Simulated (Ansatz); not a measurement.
Computed with Ansatz on PBE0-D4/def2-TZVP structures; ΔE is electronic, products minus reactants. CBS: MP2 limit from def2 TZ/QZ plus the TZ coupled-cluster correction, frozen cores. This one scheme is used for every species. Functionals use def2-TZVPP. HSE06 is defined as in plane-wave codes. One conformer a species, not always the lowest.

Reaction (hydrogenolysis of a C–F bond): `N=COCF` + H₂ → `COC=N` + H–F

```tsv
level	ΔE (kcal/mol)	difference from CCSD(T)/CBS
LDA (SPW92)	-22.8	3.4
revPBE-D4	-22.7	3.5
B97M-V	-23.4	2.8
HSE06-D4	-24.5	1.7
BHLYP-D4	-24.5	1.7
CAM-B3LYP-D4	-23.6	2.6
ωB97M-V	-23.8	2.4
PBE	-23.2	3.0
r2SCAN	-22.6	3.6
BHLYP	-24.8	1.4
CAM-B3LYP	-23.8	2.4
HF/def2-SVP	-23.7	2.5
SCS-MP2/def2-TZVPP	-25.5	0.7
CCSD(T)/def2-TZVPP	-25.0	1.2
HF/def2-QZVPP	-24.8	1.4
MP2/CBS(def2)	-27.8	-1.6
CCSD(T)/CBS	-26.2	0
```

Largest T1 diagnostic among the species: 0.014.

From PBE to PBE0 (25 % exact exchange), in def2-TZVPP and without D4, ΔE moves by −1.5 kcal/mol. Leaving LDA and LC-ωPBE aside and taking each functional with its dispersion term where it has one, the values, not all of them listed here, spread over 3.5 kcal/mol, from PBE-QIDH to BLYP-D4. At CCSD(T), def2-SVP lies +3.4 kcal/mol from the extrapolated value and def2-TZVPP +1.2 kcal/mol.
